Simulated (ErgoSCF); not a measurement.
# PH3F+ (SMILES F[PH3+]): a first try and a second

Aim: the energy of PH3F+ at UKT1/cc-pVDZ (Cartesian functions).

The results are computed with ErgoSCF 3.8.

8 further runs of the same task are left out: 3 that didn't finish, 5 set aside as unsound or not needed.

## Step 1: The structure to begin with

PH3F+ has 5 atoms, charge +1, and is taken as a singlet. SMILES: `F[PH3+]`. The shape is that of a GFN2-xTB optimisation.

Bond lengths: F1–P2 1.558 Å, P2–H3 1.382 Å, P2–H4 1.383 Å, P2–H5 1.383 Å. Angles: F1–P2–H3 102.8°, F1–P2–H4 102.8°, F1–P2–H5 102.8°, H3–P2–H4 115.3°, H3–P2–H5 115.3°, H4–P2–H5 115.3°.

## Step 2: First attempt

geom.xyz

```xyz
5
FH3P
F     -1.365490     0.250400     0.341100
P      0.122590    -0.022380    -0.030680
H      0.038180    -0.428620    -1.349370
H      0.486130    -1.008290     0.868130
H      0.718590     1.208890     0.170830
```

job.ego

```
set_nthreads(1)
molecule "geom.xyz"
scf.convergence_threshold = 1e-06
use_6_d_functions = 1
scf.force_unrestricted = 1
scf.max_number_of_iterations = 2
scf.use_diagonalization = 1
scf.starting_guess_disturbance = 0.05
basis = "cc-pVDZ"
tmpdir = "."
XC.type = "GC2"
scf.output_mulliken_pop = 1
charge = 1
run "KT1"
```

The basis set cc-pVDZ is read from a file made from the Basis Set Exchange's data (not shown).

On the command line:

```sh
$ ergo job.ego
```

The log of the run:

```text
INMA ERGO version 3.8
INMA reading input from file job.ego
INMA  convergence_threshold := 1e-06
INMA  use_6_d_functions := 1
INMA  force_unrestricted := 1
INMA  max_number_of_iterations := 2
INMA  use_diagonalization := 1
INMA  starting_guess_disturbance := 0.05
INMA  basis := cc-pVDZ
INMA Basis really set to cc-pVDZ
INMA  type := GC2
INMA  output_mulliken_pop := 1
INMA  charge := 1
INMA running KT1
INDF      This is a DFT calculation of type: KT1
INDF Weighted mixed functional:
INDF                       VWN:    1.00000
INDF                        KT:   -0.00600
INDF                    Slater:    1.00000
INMA Running KT1
INSC SCF_general constructor, number of basis functions: 49
INSC Min internuclear distance:      2.61240 a.u.  =      1.38243 Angstrom
INSC Max internuclear distance:      4.41410 a.u.  =      2.33584 Angstrom
INSC Euclidean norm of overlap matrix =          6.36015554253  (acc 1.49e-08)
INSC Euclidean norm of invCholFactor after truncation =         10.83718156012
INSC Beginning of SCF cycle 1
INDF Grid for charge 9: 42 radial points, 8100 total, r=21.435897
INDF Grid for charge 15: 47 radial points, 11362 total, r=22.228662
INDF Grid for charge 1: 37 radial points, 3746 total, r=20.545239
INDF Generating GC2 grid Radint = 5e-09 AngInt: [ 6 29 ]
INDF Grid pruned from 30700 to 28931 grid points.
INDF Electrons:  26.1671839   0.006:  U-xc energy -16.830943 (serial)
INSC nuclearEnergy, energy_2el, energy = 69.970916, 118.486310, -198.793811
INSC Energy   1 =       -198.79381122008
INSC maxabs FDS-SDF (alpha) is     3.31
INSC maxabs FDS-SDF (beta ) is      3.1
INDE E_HOMO =         -2.96183723084
INDE E_LUMO =         -2.95576335894
INDE E_HOMO =         -2.96525099158
INDE E_LUMO =         -2.96126997844
INSC <S2>_exact =   0.000, <S2> =          0.04905058186
INSC Beginning of SCF cycle 2
INDF Electrons:  26.0000150   6e-07:  U-xc energy -41.995036 (serial)
INSC nuclearEnergy, energy_2el, energy = 69.970916, 274.586919, -434.372273
INSC Energy   2 =       -434.37227275160
INSC maxabs FDS-SDF (alpha) is    0.578
INSC maxabs FDS-SDF (beta ) is    0.575
TISC Main SCF loop took      2.43 usr cpu s       0.02 sys cpu s       2.48 wall s
INSC SCF: dipole_moment_x [atomic units] =       5.15275387
INSC SCF: dipole_moment_y [atomic units] =      -0.96496187
INSC SCF: dipole_moment_z [atomic units] =      -1.19949422
INSC Sum of Mulliken charges (electrons):      26.0000000
INSC Mulliken charge of atom 0 =      -0.5945839
INSC Mulliken charge of atom 1 =      -2.0152985
INSC Mulliken charge of atom 2 =       1.2906474
INSC Mulliken charge of atom 3 =       1.1237491
INSC Mulliken charge of atom 4 =       1.1954859
INSC Sum of Mulliken atomic charges:       1.0000000
INSC Mulliken spin density of atom 0 =       0.0007395
INSC Mulliken spin density of atom 1 =      -0.0007269
INSC Mulliken spin density of atom 2 =      -0.0086809
INSC Mulliken spin density of atom 3 =      -0.0122650
INSC Mulliken spin density of atom 4 =       0.0209333
INSC Sum of Mulliken atomic spin densities:      -0.0000000
```

It took 3.6 s on 1 thread of Intel Xeon at 2.50GHz (Skylake/Cascade Lake), shared host.

## Step 3: Reading the log

No converged result was reached.

The fault: the iteration cap is too low for convergence. To mend it: raise the iteration cap from 2.

## Step 4: Second attempt

Edit geom.xyz of step 2 so:

```diff
@@ -1,3 +1,3 @@
 5
-FH3P
+
 F     -1.365490     0.250400     0.341100
```

run.inp

```
set_nthreads("env")
scf.output_mulliken_pop = 1
XC.type = "GC2"
scf.use_diagonalization = 1
scf.max_number_of_iterations = 100
use_6_d_functions = 1
scf.convergence_threshold = 1e-06
scf.force_unrestricted = 1
scf.starting_guess_disturbance = 0.05
tmpdir = "."
basis = "cc-pVDZ"
charge = 1
molecule "geom.xyz"
run "KT1"
```

The basis set cc-pVDZ is read from a file made from the Basis Set Exchange's data (not shown).

On the command line:

```sh
$ ergo run.inp
```

The log of the run:

```text
[...]
INMA  use_6_d_functions := 1
[...]
INSC Energy   1 =       -198.79381122008
[...]
INDE E_LUMO =         -0.33513830068
[...]
INSC Energy  14 =       -445.37027359371  ( diff     -0.000000004524054 )
[...]
RESC CONVERGED after  14 iterations.
RESC FINAL ENERGY:       -445.37027359371
RESC FINAL <S2> =          0.00000000010
[...]
INSC SCF: dipole_moment_x [atomic units] =       0.73443080
INSC SCF: dipole_moment_y [atomic units] =      -0.13439422
INSC SCF: dipole_moment_z [atomic units] =      -0.18346871
[...]
```

Wall time 21 s (1 thread of Intel Xeon at 2.50GHz (Skylake/Cascade Lake), shared host).

## Step 5: Summary of results

Level: UKT1/cc-pVDZ (Cartesian functions).

| quantity | value |
| --- | --- |
| total energy | -445.37027 Eh |
